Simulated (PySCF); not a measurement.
Species: C₄H₄F₂.
Cartesian coordinates in Å at the PBE0-D3(BJ)/def2-SVP level; atoms count from 1:
```xyz
10
C4H4F2 angstrom
F      2.0238   -1.2926   -0.2036
C      0.9243   -0.5716   -0.2084
C      0.2677    0.1237   -1.1425
C     -0.8080    0.5433   -0.1590
C      0.0340   -0.1789    0.9292
F     -0.5942   -1.1825    1.6067
H      0.4457    0.3524   -2.1937
H     -1.7854    0.0564   -0.2963
H     -0.9519    1.6259   -0.0112
H      0.4969    0.5013    1.6654
```

Computed with MP2 and CCSD/aug-cc-pVDZ in PySCF, restricted Hartree–Fock reference, 6 core orbitals frozen, non-relativistic, gas phase, PBE0-D3(BJ)/def2-SVP geometry.

E(HF) = -352.65035 Eh.

(1) How large is the problem?

(2) What are the MP2 and CCSD correlation energies?

(3) What is the T1 diagnostic?

(4) How does correlation change the dipole moment?

Results:

(1) 174 basis functions and 46 electrons; 6 orbitals frozen, which leaves o = 17 correlated occupied and v = 151 virtual orbitals. That is o·v = 2567 singles and o·v(o·v + 1)/2 = 3296028 distinct closed-shell doubles amplitudes before symmetry; the costliest CCSD step grows as o²v⁴ = 1.5 × 10^11.

(2) MP2 -0.9481 Eh and CCSD -0.9830 Eh, which gives totals of -353.59841 and -353.63334 Eh. That is 0.787 eV for each correlated electron at CCSD (2581 kJ/mol in all, 0.278 % of the total energy); MP2 gives 96.4 % of the CCSD value.

(3) 0.0128, below the customary warning level of 0.02. It is the norm of the spatial-orbital singles amplitudes over the root of the number of correlated electrons, so the norm is 0.075.

(4) HF gives 2.67 D and CCSD (unrelaxed density) 2.35 D, a change of -0.32 D.

Connected triples and the basis-set limit are missing.

The job also held the EOM ionisation roots. The run took 11 min wall on one thread, Arm Neoverse V1 (aarch64), no GPU, on a shared host, and the process peaked at 3.0 GiB of memory.
